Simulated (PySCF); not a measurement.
Molecule: `O=C=S`, COS.

Molfile (atoms numbered from 1):
```
COS
     RDKit          3D

  3  2  0  0  0  0  0  0  0  0999 V2000
   -1.2836    0.2527    0.0000 O   0  0  0  0  0  0  0  0  0  0  0  0
   -0.1347    0.1207    0.0000 C   0  0  0  0  0  0  0  0  0  0  0  0
    1.4184   -0.0630   -0.0000 S   0  0  0  0  0  0  0  0  0  0  0  0
  1  2  2  0
  2  3  2  0
M  END
```

Geometry PBE0-D3(BJ)/def2-SVP throughout; GIAO in PySCF 2.14, gas phase, one conformer, non-relativistic; equivalent atoms averaged; functional PBE0.

(1) How do the absolute shieldings σ depend on the basis set? (ppm; last column core-seconds on shared hosts with different chips, so compare them loosely)

(2) Which nucleus moves most, in ppm?

(3) Taking the largest basis, pcSseg-3 (220 functions), as the yardstick, rank the others by their worst heavy-atom deviation.

## Answers

(1) 
```
    basis set  functions     O1     C2     S3  core-s
       STO-3G         19  155.1  115.7  796.5       1
        6-31G         31   72.9   44.5  795.3     2.5
     pcSseg-0         31   43.6   16.3  766.2     1.7
       6-31G*         46   97.7   47.4  808.1     2.8
     def2-SVP         46  104.0   42.5  806.7     2.4
      cc-pVDZ         46   96.8   44.2  798.0     2.5
     pcSseg-1         58   66.9   22.5  768.5     1.7
  aug-cc-pVDZ         73  100.5   38.8  805.8     3.4
6-311+G(2d,p)         89   82.5   27.2  775.1       4
      cc-pVTZ         94   76.9   27.4  781.6     4.4
    def2-TZVP         99   77.5   25.7  767.1     4.5
     IGLO-III        114   76.8   20.4  779.0     5.4
     pcSseg-2        115   72.1   18.6  772.4     2.2
     pcSseg-3        220   72.1   17.7  773.5      14
```

(2) O1 (carbonyl oxygen): from 43.6 ppm with pcSseg-0 to 155.1 ppm with STO-3G. The smallest spread is 41.9 ppm, at S3.

(3) pcSseg-2 1.1 ppm (115 functions), pcSseg-1 5.1 ppm (58 functions), IGLO-III 5.5 ppm (114 functions), def2-TZVP 8.0 ppm (99 functions), cc-pVTZ 9.7 ppm (94 functions), 6-311+G(2d,p) 10.4 ppm (89 functions), cc-pVDZ 26.5 ppm (46 functions), 6-31G 26.8 ppm (31 functions), pcSseg-0 28.4 ppm (31 functions), aug-cc-pVDZ 32.3 ppm (73 functions), def2-SVP 33.2 ppm (46 functions), 6-31G* 34.6 ppm (46 functions), STO-3G 98.0 ppm (19 functions).

A small basis that lands close on one nucleus may do so by chance; judge by the trend and by all nuclei.
